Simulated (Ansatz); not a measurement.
Isolated molecules relaxed with PBE0-D4/def2-TZVP in Ansatz; ΔE leaves out vibrations. CBS: MP2 limit from def2 TZ/QZ plus the TZ coupled-cluster correction, frozen cores. DFT in def2-TZVPP. HSE06 is defined as in plane-wave codes. One conformer a species, not always the lowest.

Reaction (isomerisation): `C=C(N)OCF` → `C[C@@H]1O[C@]1(N)F`

```json
{"level": "revPBE-D4", "ΔE (kcal/mol)": "-0.7"}
{"level": "r2SCANh-D4", "ΔE (kcal/mol)": "-1.2"}
{"level": "ωB97X-V", "ΔE (kcal/mol)": "-2.3"}
{"level": "r2SCANh", "ΔE (kcal/mol)": "-1.3"}
{"level": "HSE06", "ΔE (kcal/mol)": "-1.8"}
{"level": "BHLYP", "ΔE (kcal/mol)": "2.9"}
{"level": "HF/def2-SVP", "ΔE (kcal/mol)": "3.9"}
{"level": "HF/def2-QZVPP", "ΔE (kcal/mol)": "4.3"}
```

(1) What does CCSD(T)/CBS give? (Estimate.)

Largest T1 diagnostic among the species: 0.012.

Results:

(1) Ansatz gave: +0.3 kcal/mol. The listed levels differ from it by -1.0, -1.5, -2.6, -1.6, -2.1, 2.6, 3.6, 4.0 kcal/mol.

At CCSD(T), def2-SVP lies −1.4 kcal/mol from the extrapolated value and def2-TZVPP −0.1 kcal/mol. From PBE to PBE0 (25 % exact exchange), in def2-TZVPP and without D4, ΔE moves by −0.9 kcal/mol. Leaving LDA and LC-ωPBE aside and taking each functional with its dispersion term where it has one, the values, not all of them listed here, spread over 7.2 kcal/mol, from PBE-QIDH to BLYP-D4. LDA lies −1.2 kcal/mol from PBE without D4.

CCSD(T)/CBS has its own doubt, a few kJ/mol and more with outer-core shells, so smaller differences from it don't rank the levels.
